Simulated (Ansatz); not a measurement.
Gas-phase electronic energies from Ansatz, PBE0-D4/def2-TZVP geometries. CBS: MP2 limit from def2 TZ/QZ plus the TZ coupled-cluster correction, frozen cores. Functionals use def2-TZVPP. B3LYP here is the variant with VWN-RPA as its local correlation; programs differ in this. Each species was taken in one conformer, which may not be the lowest.

Reaction (isomerisation): `CC(Cl)C=O` → `CO/C=C/Cl`

`CC(Cl)C=O`:

Cartesian coordinates in Å:
```
C 0.162 -0.983 0.655
C 0.003 0.464 0.273
Cl 1.524 1.388 0.497
C -0.411 0.678 -1.168
O -0.754 -0.209 -1.894
H -0.784 -1.504 0.494
H 0.920 -1.463 0.037
H 0.446 -1.074 1.703
H -0.733 0.970 0.906
H -0.374 1.733 -1.505
```

`CO/C=C/Cl`:

Z-matrix (Å, degrees):
```
C
O 1 1.412
H 1 1.096 2 111.1
H 1 1.089 2 106.8 3 118.9
H 1 1.095 2 111.2 3 -121.9
C 2 1.347 1 114.7 3 54.9
C 6 1.327 2 121.4 1 161.9
H 6 1.088 2 117.0 1 -19.8
Cl 7 1.718 6 121.5 2 176.6
H 7 1.081 6 123.1 2 -2.2
```

CCSD(T)/CBS gives +97.8 kJ/mol.

**Question.** Another level gave +92.1 kJ/mol. Which?
A. PBE0-D4/def2-TZVPP
B. CCSD(T)/def2-TZVPP
C. MP2/def2-TZVPP
D. B3LYP/def2-TZVPP

**Answer.** A. PBE0-D4 92.1, CCSD(T)/def2-TZVPP 98.8, B3LYP 85.3, MP2/def2-TZVPP 104.5 kJ/mol.

Largest T1 diagnostic among the species: 0.013.

The D4 term adds +4.2 kJ/mol with B3LYP and +2.0 kJ/mol with PBE0; it sums over pairs of atoms, weighted by their polarisabilities, and B3LYP, whose exchange is more repulsive, gets the larger term. From PBE to PBE0 (25 % exact exchange), in def2-TZVPP and without D4, ΔE moves by +3.3 kJ/mol.

CCSD(T)/CBS has its own doubt, a few kJ/mol and more with outer-core shells, so smaller differences from it don't rank the levels.
